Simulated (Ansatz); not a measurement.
Zinc-blende HgS (metastable phase), treated with PBEsol+SOC (plane waves, PAW; Ansatz, a quantum-chemistry and plane-wave program).

Settings: plane-wave cutoff 520 eV, 10×10×10 k mesh, Fermi–Dirac smearing 0.01 eV, PAW data made under PBE.

Cell (relaxed at this level):

HgS is modelled in the cubic space group F-43m (No. 216), the zinc blende structure, Pearson symbol cF8. Lattice parameters: a = b = c = 5.8533 Å, α = β = γ = 90.00°. Hg on 4a is coordinated by 4 S at 2.535 Å (tetrahedral). S on 4d is coordinated by 4 Hg at 2.535 Å (tetrahedral). (Neighbours: up to the widest gap in distance over summed covalent radii, below 1.35, at either atom; cation-cation and far metal-metal contacts left out.)
(The calculation used a cell of 2 atoms; values per cell refer to that cell.)

Problem. Give the computed bulk modulus, band gap, smallest direct gap on the k points sampled and pressure derivative B′ of the bulk modulus.

Solution. 
* **bulk modulus**: 62.2 GPa
* **band gap**: 0.04 eV (indirect)
* **smallest direct gap on the k points sampled**: 0.11 eV
* **pressure derivative B′ of the bulk modulus**: 4.9

Computing time: around 4 core-minutes (rough).
